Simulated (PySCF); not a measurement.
These compounds are isomers of formula C3H3F3.

A. `FCC=C(F)F`
B. SMILES F/C=C(\F)CF
C. SMILES F/C=C(/F)CF

Spectrum 1. ¹H NMR (300 MHz, computed): δ 7.29 (ddd, J = 83.9, 5.7, 1.8 Hz, 1H), 5.08 (ddd, J = 55.0, 24.8, 7.3 Hz, 2H). ¹³C{¹H} NMR (computed): δ 159.5 (C, ddd, J = 321.7, 30.3, 12.7 Hz), 150.2 (CH, ddd, J = 332.0, 60.2, 8.7 Hz), 74.1 (CH2, dd, J = 243.0, 24.1 Hz).

Spectrum 2. ¹H NMR (300 MHz, computed): δ 4.94 (ddt, J = 55.2, 9.7, 2.1 Hz, 2H), 4.61 (dtd, J = 19.3, 9.7, 4.8 Hz, 1H). ¹³C{¹H} NMR (computed): δ 168.2 (C, ddd, J = 371.7, 369.8, 12.1 Hz), 80.7 (CH, dt, J = 24.7, 19.7 Hz), 75.4 (CH2, dd, J = 238.6, 7.9 Hz).

Spectrum 3. ¹H NMR (300 MHz, computed): δ 6.56 (m, 1H), 5.00 (m, 2H). ¹³C{¹H} NMR (computed): δ 150.0 (C, ddd, J = 319.7, 16.3, 9.2 Hz), 140.3 (CH, ddd, J = 330.1, 12.8, 9.1 Hz), 78.7 (CH2, ddd, J = 240.4, 36.6, 1.6 Hz).

PySCF 2.14.0 with density-fitted response routines calculation with PBE0-D3(BJ)/def2-SVP structure, σ from GIAO-PBE0/pcSseg-1 and spin–spin couplings from B3LYP/pcJ-1; non-relativistic, gas phase, equivalent nuclei averaged, single conformer.

References, each an isolated molecule treated in the same way: ¹H, ¹³C vs TMS. Multiplet labels drop J under 1 Hz and among equivalent protons, and merge close values. Unscaled 3J(H,H) run several per cent high. Vicinal couplings that depend on rotamer populations or ring flexing (ring, CH–CH, X–H and H–F types) are those of the one conformer. One-bond C–F couplings are unscaled and too large by tens of Hz. Shifts are as computed. Against solution values, carbons near 30 ppm lie about +2 ppm off and those near 130 ppm about +5 ppm. Of 1211 compounds with measured shifts, 218 miss one by over three times the rms of a fit or turn the order of signals round; such compounds aren't used in these exercises.

Which spectrum belongs to which compound?

Answers

1–C, 2–A, 3–B.

- Spectrum 1 (C): 3 ¹³C signals; δC 159.5 is a fully substituted alkene carbon; δC 150.2 is an alkene CH.
- Spectrum 2 (A): 3 ¹³C signals; δC 75.4 is an allylic sp3 CH2 bonded to F; δH 4.94 is the hydrogen on an allylic sp3 CH2 bonded to F.
- Spectrum 3 (B): 3 ¹³C signals; δC 150.0 is a fully substituted alkene carbon; δC 140.3 is an alkene CH.
